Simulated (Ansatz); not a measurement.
Energy needed to pull apart CH$_{4}$AlB (SMILES C=[B][AlH2]), singlet, into free ground-state atoms, from the structure below (displaced at random from a GFN2-xTB minimum); no zero-point or spin–orbit terms; open-shell atoms are treated unrestricted, in their ground-state multiplicity.

| atom | x (Å) | y (Å) | z (Å) |
| --- | --- | --- | --- |
| C1 | -0.2099 | 1.0884 | -1.4403 |
| B2 | -0.1037 | 0.0467 | -0.2862 |
| Al3 | 0.3175 | -0.8573 | 1.3236 |
| H4 | -0.9724 | 1.6592 | -1.4941 |
| H5 | 0.3519 | 0.7841 | -2.3385 |
| H6 | -0.6327 | -0.6081 | 2.8337 |
| H7 | 1.0803 | -2.4291 | 1.4411 |

Computed with Ansatz 0.2.0 (basis: def2-TZVPP); correlated methods freeze the cores.

```json
{"method": "PBE-D4", "atomization energy (eV)": "21.79"}
{"method": "r2SCAN-D4", "atomization energy (eV)": "21.61"}
{"method": "PBE0-D4", "atomization energy (eV)": "21.37"}
{"method": "r2SCAN0-D4", "atomization energy (eV)": "21.20"}
{"method": "wB97X-V", "atomization energy (eV)": "?"}
{"method": "wB97M-V", "atomization energy (eV)": "?"}
{"method": "HF", "atomization energy (eV)": "15.67"}
{"method": "MP2", "atomization energy (eV)": "20.89"}
{"method": "CCSD", "atomization energy (eV)": "20.48"}
{"method": "CCSD(T)", "atomization energy (eV)": "20.84"}
```

**Question.** What does wB97M-V give? (An estimate is asked for; the value comes from the calculation.)

**Answer.** Computed: 21.35 eV, which is about 0.51 eV more than CCSD(T)/def2-TZVPP.

**Question.** What does wB97X-V give? (Judge from chemistry; the value comes from the calculation.)

**Answer.** Computed: 21.30 eV, which is about 0.46 eV more than CCSD(T)/def2-TZVPP.

In triple zeta the MP2 and coupled-cluster atomization energies are still short of their basis limit by a few kcal/mol a bond, whereas those of the functionals are nearly converged, so these differences are not deviations from converged CCSD(T).

T1 diagnostic: at most 0.019. The restricted Hartree–Fock reference is unstable towards an unrestricted one here.

For scale, one of the runs: CCSD(T)/def2-TZVPP forces, 160 basis functions (an equivalent command: `ansatz run in.yaml --threads 4`). Time: 52 s of wall clock on 4 CPU threads; the host was shared. Peak host memory: 2.2 GiB.
